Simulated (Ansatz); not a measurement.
The input, for Ansatz 0.2.0:

```yaml
crystal:
  periodic: [false, false, false]
  atoms:
    - {symbol: Al, position_ang: [0.000000, 0.000000, 0.000000]}
    - {symbol: C, position_ang: [0.000000, 0.000000, 1.966767]}
basis:
  gaussian: {orbitals: "6-31G*"}
magnetization: {spin_polarized: false, initial_magnetization: 3}
hamiltonian: {xc: {name: PBE}}
correlation: {method: mp2, frozen_orbitals: {Al: 20}}
accuracy: high
```

```sh
$ ansatz run in.yaml --threads 1 --pin off --events-out ev --progress --plain --max-ram 2393MiB
```

Question: One thing in this input was set wrong on purpose, beside settings that are merely unusual. What is the gravest fault, and what does the program do?

Answer: Wrong frozen-orbital counts. How the run ends: refused.
```
Error: "frozen_orbitals" has no count for C
```
